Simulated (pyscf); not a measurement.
F–SiH₂–SiH₂–F → F–SiH: [singlet] + F–SiH₃ (1,1-elimination; singlet surface; Si–Si, H–Si broken, H–Si formed). Optimised with ωB97X-D3(BJ)/def2-SVP in PySCF. Correlated levels are frozen-core, on RHF or UHF. ΔMP2 is the change of the MP2 total energy from the triple- to the quadruple-zeta basis. Energies in eV from the reactant's lowest minimum found.

| level | barrier | reaction energy |
|---|---|---|
| ωB97X-D3(BJ)/def2-TZVP | 2.06 | +2.17 |
| PBE/def2-TZVP | 1.69 | +1.92 |
| PBE0-D3(BJ)/def2-TZVP | 1.88 | +2.08 |
| M06-2X/def2-TZVP | 1.94 | +1.86 |
| HF/def2-TZVP | 2.51 | +1.74 |
| CCSD(T)/def2-TZVPP | 1.99 | +1.81 |
| CCSD(T)/def2-TZVPP + ΔMP2(QZVPP) | 1.99 | +1.85 |

Of the functionals in the table, M06-2X is closest to CCSD(T)/def2-TZVPP + ΔMP2(QZVPP) in the barrier (0.05 eV apart) and PBE least close (0.30 eV); that level has limits of its own. On the product side the descent ends in a complex (not fully relaxed), 0.21 eV under the separated species and 0.11 eV under the saddle at ωB97X-D3(BJ)/def2-TZVP. At ωB97X-D3(BJ)/def2-TZVP, PBE, PBE0-D3(BJ) the saddle lies under the separated products, which points to a path from their complex (located at ωB97X-D3(BJ) alone), and parting the products costs more than the saddle. F–SiH₂–SiH₂–F lies 0.34 eV over its isomer F–SiH(F)–SiH₃ (electronic energy, ωB97M-D3(BJ)/def2-TZVP). One saddle was located; it need not be the lowest between these sides. The CCSD(T) − MP2 part came from Ansatz, without density fitting, on the same reference.
